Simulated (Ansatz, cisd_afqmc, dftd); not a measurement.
Species: CHCl3, charge 0, singlet. CHCl3 (SMILES ClC(Cl)Cl).
B3LYP-D3(BJ)/def2-TZVP minimum from Ansatz (a first-principles code):
```xyz
5

C     -0.0077     0.0005     0.4558
H     -0.0259     0.0016     1.5371
Cl     0.0149     1.6916    -0.0853
Cl     1.4596    -0.8576    -0.0583
Cl    -1.4702    -0.8343    -0.1077
```

Quantity: atomisation energy (electronic, to ground-state atoms), in kcal/mol. Open shells are spin-unrestricted; no spin-orbit coupling. Correlated methods leave the cores frozen. Rows without X2C or -DK are non-relativistic. AFQMC/CISD: phaseless, guided by CISD from CCSD amplitudes; bars are statistical, one sigma. Outlying blocks are dropped, and bars are widened where a walk drifts. Over all cases where full CI ran beside it in this data, AFQMC minus full CI had a median of +0.1 mEh and passed +0.4 mEh in a tenth of the cases. CBS(X,Y): correlation extrapolated as X^-3, Hartree-Fock from the larger set (Q,5: extrapolated as (X+1)exp(-9√X)). A bracket is a step between two methods taken in the basis named. Functionals run without relativity, which enters their misses. Double hybrids freeze cores in their MP2 part. 'core' is core correlation in cc-pwCVTZ (1s frozen past Ne), 'X2C' scalar relativity in cc-pVTZ-DK, both at CCSD(T). Where a partner has so few electrons that a lower coupled-cluster level is exact, that level stands in.

| level | program | atomisation energy (kcal/mol) | difference against the last row |
|---|---|---|---|
| r2SCAN-D3(BJ)/def2-TZVPD | Ansatz + dftd3 | 348.6 | 2.2 |
| r2SCAN-D4/def2-TZVPD | Ansatz + dftd4 | 348.5 | 2.1 |
| r2SCANh/def2-TZVPD | Ansatz | 343.6 | -2.8 |
| B2PLYP/def2-TZVPD | Ansatz | 335.4 | -11.0 |
| B2GP-PLYP-D4/def2-TZVPD | Ansatz + dftd4 | 337.0 | -9.4 |
| CCSD/cc-pV(T+d)Z | Ansatz | 318.7 | -27.7 |
| CCSD/cc-pV(Q+d)Z | Ansatz | 326.6 | -19.8 |
| CCSDT(Q)/cc-pV(D+d)Z | Ansatz | 308.4 | -38.0 |
| AFQMC/CISD/cc-pV(T+d)Z | cisd_afqmc | 330.2 ± 0.5 | -16.2 |
| AFQMC/CISD/cc-pV(Q+d)Z | cisd_afqmc | 339.5 ± 0.3 | -6.9 |
| CCSD(T)/CBS(cc-pV(Q+d)Z,cc-pV(5+d)Z) + [CCSDT(Q) - CCSD(T)]/cc-pV(D+d)Z + core + X2C | Ansatz | 346.4 | 0.0 |
